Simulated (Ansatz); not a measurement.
Species: CH₂NO, charge 0, doublet. CH2NO (SMILES N[C]=O, doublet).
B3LYP-D3(BJ)/def2-TZVP minimum from Ansatz (an electronic-structure program):
```
N
H 1 1.0031
H 1 1.0139 2 118.79
C 1 1.3371 2 120.08 3 180.00
O 4 1.1917 1 130.06 2 -180.00
```
Charge 0, spin multiplicity 2.

Hartree-Fock and CCSD(T) correlation energies in hartree (Ansatz). Open shells are spin-unrestricted; no spin-orbit coupling. Correlated methods leave the cores frozen. No relativity.

```tsv
basis	X	E(HF)	E(corr, CCSD(T))
cc-pVTZ	3	-168.37566	-0.60823
cc-pVQZ	4	-168.38880	-0.64748
cc-pV5Z	5	-168.39198	withheld
```

### Question
Fit E(corr) = E∞ + A/X³ to X = 3 and 4, predict X = 5, and compare with the run.

### Answer
A = (-0.60823 - (-0.64748))/(1/27 - 1/64) = 1.8331; E∞ = -0.64748 - A/64 = -0.67612; at X = 5, E∞ + A/125 = -0.66146. The run gave -0.66108, 0.38 mEh above the prediction. The same form on X = 4 and 5 gives E∞ = -0.67535, 0.77 mEh above the first estimate.
